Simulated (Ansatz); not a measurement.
Results of PBE (PAW; Ansatz, a quantum-chemistry and plane-wave program) for zinc-blende HgS (metastable phase).

Run with plane-wave cutoff 520 eV, 20×20×20 k mesh, Fermi–Dirac smearing 0.05 eV, perturbation theory, scalar-relativistic PAW data made under PBE.

Cell (relaxed at this level):

```cif
data_HgS
_chemical_formula_sum 'Hg1 S1'
_space_group_name_H-M_alt 'P 1'
_space_group_IT_number 1
_cell_length_a 4.23660
_cell_length_b 4.23660
_cell_length_c 4.23660
_cell_angle_alpha 60.000
_cell_angle_beta 60.000
_cell_angle_gamma 60.000
loop_
_space_group_symop_operation_xyz
  'x, y, z'
loop_
_atom_site_label
_atom_site_type_symbol
_atom_site_fract_x
_atom_site_fract_y
_atom_site_fract_z
_atom_site_occupancy
Hg1 Hg 0.00000 0.00000 0.00000 1
S1 S 0.75000 0.75000 0.75000 1
```

### Question
Estimate the TO(Γ) frequency that the calculation returns.

### Answer

- TO(Γ) frequency: 150 cm⁻¹

Measured, for comparison: zone-centre TO phonon frequency 177 cm⁻¹ (temperature not stated, not corrected to a static lattice; as tabulated in Szuszkiewicz, Witkowska, Jouanne, Raman spectroscopy of cubic HgS:Fe, Acta …). Computed (rounded) less measured: zone-centre TO phonon frequency -15 %.

Note: the solid has no gap at this level, which affects its response.

Spin–orbit coupling is not included; it can shift volumes and moduli of such heavy elements.
